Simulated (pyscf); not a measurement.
This saddle point was located with ωB97X-D3(BJ)/def2-SVP in PySCF.

```
Si
O 1 1.6684
P 2 1.6662 1 128.02
H 3 1.4347 2 99.72 1 -46.98
H 3 1.4352 4 91.60 2 -100.13
H 1 1.4861 2 108.29 3 -179.21
H 1 1.4943 6 111.22 2 -121.12
H 1 1.6028 6 110.15 7 -120.13
H 8 1.1709 7 147.07 1 -173.06
```
Charge 0, spin multiplicity 2.

Surface: doublet, charge 0. Lowest wavenumbers (cm⁻¹): 1027i, 80, 120, 157, 191.

**Question.** What reaction is this the transition state of?

**Answer.** H₃Si–O–PH₂ (SMILES [SiH3]OP) + H• (SMILES [H]) <-> •H₂Si–O–PH₂ (SMILES [SiH2]OP) + H₂ (SMILES [H][H]), a hydrogen abstraction read from left to right: H–Si broken and H–H formed. At ωB97M-D3(BJ)/def2-TZVP it lies +5.1 kcal/mol from the left side and +14.3 kcal/mol from the right (each side as separated species at their lowest minima found). H₃Si–O–PH₂ lies 5.7 kcal/mol over its isomer HO–SiH₂–PH₂ (electronic energy, ωB97M-D3(BJ)/def2-TZVP). •H₂Si–O–PH₂ lies 16.3 kcal/mol over its isomer H₃Si–O–PH• (electronic energy, ωB97M-D3(BJ)/def2-TZVP). One saddle was located; it need not be the lowest between these sides. The angle at the transferred H is 176°.
